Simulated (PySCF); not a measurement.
Molecule: `s1cnc(Cl)n1`, C2HClN2S.

Geometry (Å), atoms numbered from 1 in this order:
```xyz
7

Cl    2.5317   -0.7022    0.2391
C     0.9711   -0.1039    0.0357
N    -0.0970   -0.8906    0.2848
C    -1.1723   -0.2147    0.0592
S    -0.8339    1.3978   -0.4624
N     0.7656    1.1227   -0.3640
H    -2.1618   -0.6042    0.1804
```

Frames of a GFN2-xTB Langevin trajectory at 300 K; GIAO PBE0/pcSseg-1 shieldings in PySCF, gas phase, non-relativistic; equivalent atoms averaged within each frame.

Chemical shifts δ = σref − σ; ³⁵Cl (σref 949.78) against HCl; ¹³C (σref 186.93) and ¹H (σref 31.72) against TMS; ¹⁵N (σref 267.73) vs NH3; ³³S (σref 503.73) against CS2, all at this level. The references are static minima.

Question: How do the shifts (ppm) fluctuate along the trajectory?

Answer: 
```
         time (fs)  Cl1     C4     C2     N3     N6   S5    H7
               250  264  193.6  168.9  343.6  324.5  519  9.36
               425  260  173.3  172.8  342.7  308.8  446  9.29
               625  300  181.2  169.1  336.9  300.6  455  9.63
               800  233  176.0  175.0  361.1  299.0  442  8.66
              1000  242  183.9  162.2  355.6  305.2  496  9.76
    mean of frames  260  181.6  169.6  348.0  307.6  472  9.34
standard deviation   26    7.9    4.9   10.0   10.2   34  0.42
```

5 frames give an uncertainty of the mean of about the standard deviation over 2.2 at best, since frames this close in time may not be independent; classical motion lacks zero-point vibration, and the reference would need the same averaging.
